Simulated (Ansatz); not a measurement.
# C2H2FNS: how energies converge with the basis set

Aim: see how fast density functionals converge with the basis set for C2H2FNS.

Computed with Ansatz 0.2.0, Gaussian basis. Level: one geometry, several basis sets.

The runs, in order: PBE0-D4/def2-SVP; ωB97M-V/def2-SVP; PBE0-D4/def2-QZVPP; ωB97M-V/def2-QZVPP; the functionals' def2-TZVPP values are taken from earlier runs.

## (1) The relaxed structure

The geometry comes from an earlier relaxation with PBE0-D4 in a triple-zeta def2 set; it is a stationary point, not always the lowest conformer.

SMILES `FC1=NCS1`, 7 atoms, charge 0, spin multiplicity 1.

Atoms are counted from 1 here; the program's logs count them from 0.

Bond lengths: F1–C2 1.304 Å, C2–N3 1.267 Å, C2–S5 1.740 Å, N3–C4 1.461 Å, C4–S5 1.853 Å, C4–H6 1.089 Å, C4–H7 1.089 Å. Angles: F1–C2–N3 127.0°, F1–C2–S5 126.5°, N3–C2–S5 106.5°, C2–N3–C4 93.2°, N3–C4–S5 93.3°, N3–C4–H6 113.2°, N3–C4–H7 113.2°, S5–C4–H6 111.8°, S5–C4–H7 111.8°, H6–C4–H7 112.1°, C2–S5–C4 67.0°.

## (2) PBE0-D4 in def2-SVP

File in.yaml:

```yaml
crystal:
  periodic: [false, false, false]
  atoms:
    - {symbol: F, position_ang: [-1.061617, -2.118954, 0.356773]}
    - {symbol: C, position_ang: [-0.502878, -0.961315, 0.136035]}
    - {symbol: N, position_ang: [0.548263, -0.505760, 0.677234]}
    - {symbol: C, position_ang: [0.485667, 0.749053, -0.068008]}
    - {symbol: S, position_ang: [-1.060456, 0.264339, -0.966456]}
    - {symbol: H, position_ang: [0.328348, 1.618732, 0.568232]}
    - {symbol: H, position_ang: [1.323971, 0.885804, -0.749511]}
basis:
  gaussian: {orbitals: def2-SVP}
hamiltonian: {xc: pbe0, dispersion: d4}
output: {orbitals: {seedname: orbitals}}
```

Started as:

```console
$ ansatz run in.yaml --threads 2 --pin off --events-out ev --progress --plain --max-ram 4352MiB
```

Further steps of the session: ωB97M-V in def2-SVP; PBE0-D4 in def2-QZVPP; ωB97M-V in def2-QZVPP.

Q: Predict the results of all the runs planned. Wanted: PBE0-D4: double and triple zeta above quadruple; ωB97M-V: double and triple zeta above quadruple.

**Answer**, as computed:

| quantity | value |
| --- | --- |
| PBE0-D4: double and triple zeta above quadruple | 11.89, 0.66 eV |
| ωB97M-V: double and triple zeta above quadruple | 12.01, 0.62 eV |

In words: PBE0-D4 gains 11.23 eV from double to triple zeta, then 0.66 eV more. These are total energies; as a rule much of such shifts cancels in differences, which this series doesn't test. The LUMO of ωB97M-V is positive and keeps falling with the basis (1.78 to 0.90 eV): an unbound level that the basis holds in place.
